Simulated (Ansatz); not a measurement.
**C₄H₈O: one species, many methods**

Aim: compute C₄H₈O with functionals from several rungs and with coupled cluster, and see how far each lands from CCSD(T) at the basis-set limit for the atomisation energy.

Computed with Ansatz 0.2.0, Gaussian basis. Level: functionals in def2-TZVPP, the program's frozen cores in correlated methods.

Plan: LDA (SPW92), PBE-D4, revPBE-D4, BLYP-D4, r2SCAN-D4, B97M-V, PBE0-D4, B3LYP-D4, r2SCANh-D4, r2SCAN0-D4, HSE06-D4, BHLYP-D4, CAM-B3LYP-D4, LC-ωPBE, ωB97X-V, ωB97M-V, B2PLYP, PBE-QIDH; CCSD(T)/def2-SVP; CCSD(T)/def2-TZVPP; MP2/def2-QZVPP; extrapolation to the limit; RPA on PBE.

**1. Structure used throughout**

All runs share one geometry, relaxed beforehand with PBE0-D4 in a triple-zeta def2 set.

13 atoms, charge 0, spin multiplicity 1.

Atoms are counted from 1 here; the program's logs count them from 0.

Bond lengths: C1–C2 1.520 Å, C1–H6 1.092 Å, C1–H7 1.093 Å, C1–H8 1.093 Å, C2–C3 1.499 Å, C2–H9 1.095 Å, C2–H10 1.094 Å, C3–C4 1.459 Å, C3–O5 1.418 Å, C3–H11 1.091 Å, C4–O5 1.419 Å, C4–H12 1.088 Å, C4–H13 1.087 Å. Angles: C2–C1–H6 111.1°, C2–C1–H7 111.3°, C2–C1–H8 111.2°, H6–C1–H7 107.6°, H6–C1–H8 107.9°, H7–C1–H8 107.6°, C1–C2–C3 112.0°, C1–C2–H9 110.1°, C1–C2–H10 110.7°, C3–C2–H9 108.8°, C3–C2–H10 108.5°, H9–C2–H10 106.6°, C2–C3–C4 122.0°, C2–C3–O5 117.2°, C2–C3–H11 115.4°, C4–C3–O5 59.1°, C4–C3–H11 117.2°, O5–C3–H11 113.6° and more.

**2. LDA**

This LDA is Slater exchange with PW92 correlation.

The input, in.yaml:

```yaml
crystal:
  periodic: [false, false, false]
  atoms:
    - {symbol: C, position_ang: [-0.882727, 1.011978, 1.016176]}
    - {symbol: C, position_ang: [-0.034521, 0.850191, -0.235192]}
    - {symbol: C, position_ang: [0.821243, -0.378806, -0.177497]}
    - {symbol: C, position_ang: [0.395039, -1.646011, -0.761838]}
    - {symbol: O, position_ang: [1.374500, -0.841367, -1.398766]}
    - {symbol: H, position_ang: [-1.486772, 1.919914, 0.967877]}
    - {symbol: H, position_ang: [-0.259689, 1.077323, 1.912287]}
    - {symbol: H, position_ang: [-1.560604, 0.164469, 1.145756]}
    - {symbol: H, position_ang: [0.612146, 1.724425, -0.366416]}
    - {symbol: H, position_ang: [-0.666317, 0.791149, -1.126456]}
    - {symbol: H, position_ang: [1.515508, -0.426371, 0.662826]}
    - {symbol: H, position_ang: [-0.565574, -1.695673, -1.270620]}
    - {symbol: H, position_ang: [0.758169, -2.585922, -0.353339]}
basis:
  gaussian: {orbitals: def2-TZVPP}
hamiltonian: {xc: lda}
output: {orbitals: {seedname: orbitals}}
```

Run with:

```
$ ansatz run in.yaml --threads 4 --pin off --events-out ev --progress --plain --max-ram 10444MiB
```

Further steps of the session: PBE-D4 (GGA); revPBE-D4 (GGA); BLYP-D4 (GGA); r2SCAN-D4 (meta-GGA); B97M-V (meta-GGA); B3LYP-D4 (hybrid); r2SCANh-D4 (hybrid); r2SCAN0-D4 (hybrid); HSE06-D4 (hybrid); BHLYP-D4 (hybrid); CAM-B3LYP-D4 (range-separated); LC-ωPBE (range-separated); ωB97X-V (range-separated); ωB97M-V (range-separated); B2PLYP (double hybrid); PBE-QIDH (double hybrid); CCSD(T) in def2-SVP; CCSD(T) in def2-TZVPP; MP2 in def2-QZVPP; RPA on PBE orbitals.

**Question.** What will the summary of the whole plan be? Wanted: atomisation energy, CCSD(T)/CBS; farthest beyond LDA; mean size of error, GGA; mean size of error, meta-GGA; mean size of error, hybrid; mean size of error, range-separated; mean size of error, double hybrid; gap, smallest and largest; T1 diagnostic.

As calculated:

| quantity | value |
| --- | --- |
| atomisation energy, CCSD(T)/CBS | 53.919 eV |
| functionals within 0.270 eV (0.5 %) | revPBE-D4, BLYP-D4, r2SCAN-D4, B97M-V, B3LYP-D4, r2SCANh-D4, LC-ωPBE, ωB97X-V, ωB97M-V, PBE-QIDH |
| farthest beyond LDA | BHLYP-D4 (-1.568 eV) |
| mean size of error, GGA | 0.544 eV |
| mean size of error, meta-GGA | 0.195 eV |
| mean size of error, hybrid | 0.522 eV |
| mean size of error, range-separated | 0.214 eV |
| mean size of error, double hybrid | 0.245 eV |
| gap, smallest and largest | 6.42 eV (BLYP-D4), 13.85 eV (LC-ωPBE) |
| T1 diagnostic | 0.0102 |
| triples share of the correlation energy | 3.9 % |

LDA overbinds by 8.086 eV (15 %). PBE-D4 misses by +1.424 eV. Double hybrids carry the basis error of their MP2 part in triple zeta, and no dispersion term here, so their miss is partly the set-up's. The rungs meta-GGA, range-separated, double hybrid miss on average by less than the doubt on the reference (0.270 eV), so they tie. Misses under about 0.270 eV are within the doubt on the reference itself, which lacks core-valence correlation, relativity and higher excitations. Hartree-Fock recovers 73 % of the binding; the rest is correlation. CCSD(T) in def2-SVP is off by -2.182 eV, worse than the median functional, from the basis alone. The gap grows from 6.4 to 13.8 eV across the functionals, mostly with the share of exact exchange.
